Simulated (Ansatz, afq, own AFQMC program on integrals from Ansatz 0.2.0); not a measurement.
## BSiH$_{3}$, triplet in cc-pVDZ along one coordinate

| atom | x (Å) | y (Å) | z (Å) |
| --- | --- | --- | --- |
| Si | 0.0000 | -0.0859 | 0.5958 |
| B | 0.0000 | 0.0900 | -1.3330 |
| H | 0.0000 | 1.0950 | 1.5177 |
| H | 0.0000 | 1.2016 | -1.7784 |
| H | 0.0000 | -0.8671 | -2.0435 |

The Si1–B2 distance is changed with both sides rigid. Energies in mEh count from this geometry (1.937 Å) at the same level; the start stands on UHF, each point on the determinant named.

Basis cc-pVDZ. Only valence electrons are correlated. AFQMC by an in-house program on the Cholesky factors that Ansatz 0.2.0 writes for its CCSD(T) run. The CISD trial takes its coefficients from CCSD amplitudes. Released means that phaseless walkers are propagated on without the constraint, phases kept. Uncertainties: one standard error, sampling alone.

Cautions, each for one point or more: lower spins were not checked; the ph-AFQMC/CISD walk drifts between its halves; unrestricted determinant slightly spin contaminated.

```tsv
r(Si1–B2) / Å	det.	T1	weight	⟨S²⟩	CCSD(T)	ph-AFQMC/CISD	CCSDT(Q)	PBE0	PBE
1.538	UHF	0.017	0.89	2.01	102.1	101.7 ± 0.5	102.3	91.7	92.3
2.378	UHF	0.032	0.87	2.01	26.2	26.0 ± 0.5	25.6	30.3	27.3
4.195	UHF	0.028	0.87	2.06	103.4	104.3 ± 0.4	103.8	117.5	118.9
6.615	UHF	0.013	0.88	2.02	104.6	104.9 ± 0.4	105.1	119.9	122.8
```

Weight is that of the determinant in the CISD state; at the start T1 is 0.025 and the weight 0.88, and ⟨S²⟩ is 2.01. Largest departures from CCSDT(Q), at the points where its series has closed: CCSD(T) 0.6 mEh at 2.378 (on UHF), ph-AFQMC/CISD -0.6 mEh at 1.538 (on UHF) (within the noise), PBE0 14.8 mEh at 6.615, PBE 17.7 mEh at 6.615. Functionals count only at points shown to share the start's state and spin. In this small basis the wave-function levels are far from their limit, so their gap to the functionals isn't the functionals' error.

Some points may be missing: those where a free walk finds a much lower state, and past Zn most of those on another determinant than at the start.

A walk keeps the symmetry of its determinant, which the program's search chose and which needn't be the lowest solution, so a lower state of the same spin and another symmetry isn't excluded.
